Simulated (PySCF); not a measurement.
Two structures of BH₂ClO, closed shell, reached by relaxing down either side of one saddle point (PBE0-D4/def2-TZVP). Energies are electronic, without zero-point energy. Computed with PySCF 2.14 with density fitting (its default auxiliary sets; JK sets also for MP2 and CCSD(T)) (basis: def2-TZVPP and def2-QZVPP); correlated methods freeze the cores. Extrapolation: Hartree–Fock as exp(−7.88 √X), correlation as X^−2.97. First:

```xyz
5
angstrom
B 0.0325 0.3163 -0.0338
H 0.5494 0.7976 0.9291
O -0.2227 -0.9973 -0.1481
H 0.0547 -1.4995 0.6225
Cl -0.4185 1.3620 -1.3651
```

Second:

B1  (-0.549, 0.185, -1.101)
H2  (0.877, -0.238, 1.809)
O3  (-0.834, -0.978, -1.226)
H4  (0.591, -0.844, 1.479)
Cl5  (-0.153, 1.809, -0.932)
(Å)

Which bonds change from the first to the second?

BH₂ClO ([OH][BH][Cl]) → BClO + H₂; bonds formed: H2–H4; bonds broken: B1–H2, O3–H4.

Give the saddle point's structure and its height above each. (An estimate is asked for; the value comes from the calculation.)

The calculation gives: 63.51 kcal/mol above the first and 38.26 kcal/mol above the second (CCSD(T) at an estimated basis limit (MP2 extrapolated from triple and quadruple zeta, plus CCSD(T) − MP2 in triple zeta)).
| atom | x (Å) | y (Å) | z (Å) |
| --- | --- | --- | --- |
| B1 | -0.1218 | 0.0762 | -0.2659 |
| H2 | 0.5259 | 0.1450 | 0.9878 |
| O3 | -0.4342 | -1.1404 | -0.4703 |
| H4 | 0.2292 | -0.7454 | 0.7040 |
| Cl5 | -0.1991 | 1.6648 | -0.9556 |

T1 diagnostic: at most 0.018.

Labels in which every atom is bracketed show which atoms are joined, not bond orders.

For scale, one of the runs: CCSD(T)/def2-TZVPP, 132 basis functions, launched by `OMP_NUM_THREADS=4 python run.py`. Hardware: 4 CPU threads of an Arm Neoverse V2, shared host. Wall time 46 s; peak host memory 0.72 GiB.
